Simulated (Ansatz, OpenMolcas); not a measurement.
SF2 (sulfur difluoride): from total energies to a heat of formation

SF2 has 3 atoms, charge 0, and is taken as a singlet. As SMILES, `FSF`. The coordinates come from a PBE0-D4/def2-TZVP relaxation.

```xyz
3

F     0.4401    1.1164    0.3654
S    -0.6020    0.1265   -0.3152
F     0.1618   -1.2430   -0.0502
```

Total energies at PBE0/def2-TZVP (OpenMolcas 26.06); the atoms run unrestricted:

| species | state | energy (Eh) |
| --- | --- | --- |
| SF2 | singlet | -597.600951 |
| F | doublet | -99.676176 |
| S | triplet | -397.973710 |

Harmonic wavenumbers at PBE0-D4/def2-TZVP, in cm⁻¹: 355, 834, 862.

Measured heats of formation of the gaseous atoms at 298.15 K, in kJ/mol: F 79.4, S 277.0. Spin-orbit lowering of the atoms at 298 K (mean of the ground term's levels less their thermal mean, from spectra), in kJ/mol: F 1.29, S 1.88. Take 1 Eh = 2625.50 kJ/mol, 1 cm⁻¹ = 0.0119627 kJ/mol, RT = 2.479 kJ/mol.

Task: What heat of formation follows?

Result: 
1. Electronic atomisation energy: 2 × (-99.676176) + (-397.973710) − (-597.600951) = 0.274889 Eh = 721.7 kJ/mol.
2. Zero-point energy: half the sum of the wavenumbers, 1025.5 cm⁻¹ = 12.3 kJ/mol.
3. Thermal vibrational enthalpy, Σ hcν̃/(exp(hcν̃/kT) − 1): 1.3 kJ/mol. Translation, rotation and pV of a non-linear molecule: 4 RT = 9.9 kJ/mol.
4. The 3 free atoms carry 5/2 RT each: 18.6 kJ/mol.
5. Spin-orbit coupling lowers the free atoms by 2 × 1.29 + 1.88 = 4.5 kJ/mol.
6. Atomisation enthalpy at 298 K: 721.7 − 4.5 − 12.3 − 1.3 − 9.9 + 18.6 = 712.3 kJ/mol.
7. Sum of the atoms' heats of formation: 435.8 kJ/mol. Heat of formation: 435.8 − 712.3 = -276.5 kJ/mol.

The tabulated value is -296.6 kJ/mol (NIST-JANAF tables), so this level is off by +20.1 kJ/mol, or 2.8 % of the atomisation enthalpy. Anharmonicity and any spin-orbit splitting of the molecule are left out.
